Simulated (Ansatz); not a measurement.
**Worked example: correlation energy of H₂As–AsH, doublet**

Geometry: displaced at random from a stationary point.

| atom | x (Å) | y (Å) | z (Å) |
| --- | --- | --- | --- |
| As | 0.0460 | 0.0362 | 1.2066 |
| As | -0.0203 | -0.0485 | -1.2240 |
| H | -1.2473 | 0.7871 | 1.3065 |
| H | -0.6335 | -1.3632 | 1.3357 |
| H | -0.0330 | 1.4889 | -1.3512 |

Basis cc-pVDZ; Ansatz 0.2.0. Only valence electrons are correlated (noble-gas cores and the filled d shells of p-block atoms frozen), which leaves 13 electrons in 41 orbitals. Prefix R: restricted or restricted open-shell reference; prefix U: unrestricted. No spin–orbit coupling is included, and no scalar relativity.

Full CI isn't at hand for all of this; UCCSDT(Q) serves as the reference, and is uncertain by the last step of the cluster series or more.

UCCSD has a T1 diagnostic of 0.016 and a largest doubles amplitude of 0.07.

Runs differ by some tens of microhartree through their thresholds and, for an open shell, their frozen cores, so steps under 0.03 kcal/mol mean nothing.

```json
{"level": "UHF", "total energy (hartree)": "-4470.074899"}
{"level": "UMP2", "total energy (hartree)": "-4470.278716"}
{"level": "UCCSD", "total energy (hartree)": "-4470.318987"}
{"level": "UCCSD(T)", "total energy (hartree)": "-4470.326100"}
{"level": "UCCSDT", "total energy (hartree)": "-4470.327212"}
{"level": "UCCSDT(Q)", "total energy (hartree)": "-4470.327632"}
```

Question: What is the correlation energy at UCCSDT(Q), and what share of it do UMP2 and UCCSDT recover?

Answer: E(corr) = -4470.327632 − (-4470.074899) = -0.252733 hartree = -6.877 eV. UMP2: -0.203817 / -0.252733 = 80.65 %. UCCSDT: -0.252313 / -0.252733 = 99.83 %.

Question: By how many kcal/mol does UCCSD(T) miss UCCSDT(Q) (1 hartree = 627.509 kcal/mol), and which steps make up the rest?

Answer: -4470.326100 − (-4470.327632) = 0.001532 hartree = 0.96 kcal/mol. Steps: UCCSDT − UCCSD(T) = -0.70, UCCSDT(Q) − UCCSDT = -0.26 kcal/mol. Differences between like states or geometries often cancel part of this.
